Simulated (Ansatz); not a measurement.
in.yaml

```yaml
crystal:
  periodic: [false, false, false]
  atoms:
    - {symbol: O, position_ang: [0.000000, -0.757817, 1.351907]}
    - {symbol: Ge, position_ang: [0.000000, 0.333827, 0.000000]}
    - {symbol: O, position_ang: [0.000000, -0.757817, -1.351907]}
basis:
  gaussian: {orbitals: cc-pVDZ}
magnetization: {spin_polarized: false, initial_magnetization: 4}
correlation: {active_space: {ras: {orbitals: [6, 4, 29], electrons: 16, max_holes: 2, max_particles: 2}, fixed_orbitals: true}}
scf: {lower_state_search: off}
output: {forces: true}
```

```sh
$ ansatz run in.yaml --threads 1 --pin off --events-out ev --progress --plain --max-ram 2393MiB
```

The program prints:

```
these checks for a lower state are left out or cut short: starts, cluster_reference, orbital_swaps, neighbouring_geometries, increment
587 factors; integrals over basis functions are off by at most 3.4e-4 eV
mean field evaluation 1: about -60536.9436 eV, gradient 1.6e1 eV
mean field evaluation 2: about -60536.9807 eV, gradient 1.6e1 eV
mean field evaluation 4: about -60538.4094 eV, gradient 3.1e0 eV
mean field evaluation 8: about -60538.5602 eV, gradient 1.2e0 eV
mean field evaluation 16: about -60542.3163 eV, gradient 9.3e-3 eV
mean field evaluation 32: about -60542.3181 eV, gradient 1.3e-5 eV
mean field -60542.31810822 eV, -2224.8891534200 hartree, gradient 2.3e-6 eV, S^2 6.000000; 0 other end points of the search recorded, 0 dependent functions left out
reference -60542.31810822 eV, -2224.8891534200 hartree; 26, 22 occupied and 29, 33 virtual orbitals, 587 factors
state -60551.49770037 eV, -2225.2264972092 hartree
the calculation of the forces begins
Total energy: -60551.49770037 eV, -2225.2264972092 hartree
Atom 0 at     0.000000    -0.757817     1.351907 Å, force    -0.000000    -1.988310     2.871450 eV/Å
Atom 1 at     0.000000     0.333827     0.000000 Å, force    -0.000000     3.976620    -0.000000 eV/Å
Atom 2 at     0.000000    -0.757817    -1.351907 Å, force     0.000000    -1.988310    -2.871450 eV/Å
Dipole moment:    -0.000000     0.418036     0.000000 e Å
Checks for a lower state left out: starts, cluster_reference, orbital_swaps, neighbouring_geometries, increment
```

Forces (eV/Å):
```
O    0.000 -1.988  2.871
Ge   0.000  3.977  0.000
O    0.000 -1.988 -2.871
```

Ran on 1 thread of Arm Neoverse V1, shared host: 54 s wall, 0.18 GiB peak host memory.
